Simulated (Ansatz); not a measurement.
# CH₃OS− (SMILES CS[O-]): a rigid scan of the angle H6–C1–H4

Aim: the energy along the angle H6–C1–H4, from CCSD(T) and from cheaper methods, relative to the minimum. No other atom is relaxed.

Computed with Ansatz 0.2.0, Gaussian basis. Level: single points in def2-TZVPPD.

Levels: PBE-D4, r2SCAN-D4, PBE0-D4, B3LYP-D4, wB97M-V, Hartree-Fock, MP2, CCSD, CCSD(T). The scan takes 79.2, 86.7, 94.2, 101.7, 109.2, 116.7, 124.2, 131.7, 139.2°.

Correlated methods freeze the cores. B3LYP uses VWN-RPA correlation.

34 further runs of the same task are left out: 34 set aside as unsound or not needed.

## Step 1: The starting structure

6 atoms, charge -1, spin multiplicity 1.

Atoms are counted from 1 here; the program's logs count them from 0.

Bond lengths: C1–S2 1.858 Å, C1–H4 1.089 Å, C1–H5 1.089 Å, C1–H6 1.087 Å, S2–O3 1.552 Å. Angles: S2–C1–H4 110.0°, S2–C1–H5 109.9°, S2–C1–H6 106.7°, H4–C1–H5 109.5°, H4–C1–H6 110.3°, H5–C1–H6 110.3°, C1–S2–O3 106.1°.

Geometry (Å):

```xyz
6
CH3OS
C    -0.3016    0.3831   -0.2956
S     0.0401   -1.2994    0.4158
O     1.3843   -1.1788    1.1820
H    -0.3834    1.1162    0.5061
H     0.5025    0.6710   -0.9719
H    -1.2418    0.3080   -0.8364
```

## Step 2: Relaxation at PBE0-D4

The input, relax/in.yaml:

```yaml
crystal:
  periodic: [false, false, false]
  atoms:
    - {symbol: C, position_ang: [-0.301640, 0.383080, -0.295580]}
    - {symbol: S, position_ang: [0.040080, -1.299390, 0.415760]}
    - {symbol: O, position_ang: [1.384320, -1.178800, 1.182030]}
    - {symbol: H, position_ang: [-0.383410, 1.116200, 0.506150]}
    - {symbol: H, position_ang: [0.502480, 0.670960, -0.971940]}
    - {symbol: H, position_ang: [-1.241830, 0.307950, -0.836420]}
basis:
  gaussian: {orbitals: def2-TZVPD}
total_charge: -1
hamiltonian: {xc: pbe0, dispersion: d4}
relax: {f_tol: 0.005, max_steps: 200}
```

No record of the launch command was kept for these runs.

The runs that follow: Reference energies at the minimum; H6–C1–H4 = 79.2°; H6–C1–H4 = 86.7°; H6–C1–H4 = 94.2°; H6–C1–H4 = 101.7°; H6–C1–H4 = 109.2°; H6–C1–H4 = 116.7°; H6–C1–H4 = 124.2°; H6–C1–H4 = 131.7°; H6–C1–H4 = 139.2°.

Before running it: what results should come out? Wanted: highest point, CCSD(T); lowest point, CCSD(T); minimum along the scan, CCSD(T); RMS deviation from CCSD(T); largest T1 diagnostic.

**Answer**, as computed:

| quantity | value |
| --- | --- |
| highest point, CCSD(T) | 0.680 eV at 79.2° |
| lowest point, CCSD(T) | 0.000 eV at 109.2° |
| minimum along the scan, CCSD(T) | 109.2° |
| curvature there | 1.50 meV/deg² |
| RMS deviation from CCSD(T) | PBE-D4 0.032, r2SCAN-D4 0.012, PBE0-D4 0.011, B3LYP-D4 0.005, wB97M-V 0.008, Hartree-Fock 0.063, MP2 0.002, CCSD 0.009 eV |
| largest T1 diagnostic | 0.018 |

What this shows: A polynomial through the near points puts the CCSD(T) minimum at the PBE0-D4 value. Curvature against CCSD(T): PBE-D4 -8 %, Hartree-Fock +17 %. Best along the scan: MP2. Worst: Hartree-Fock.
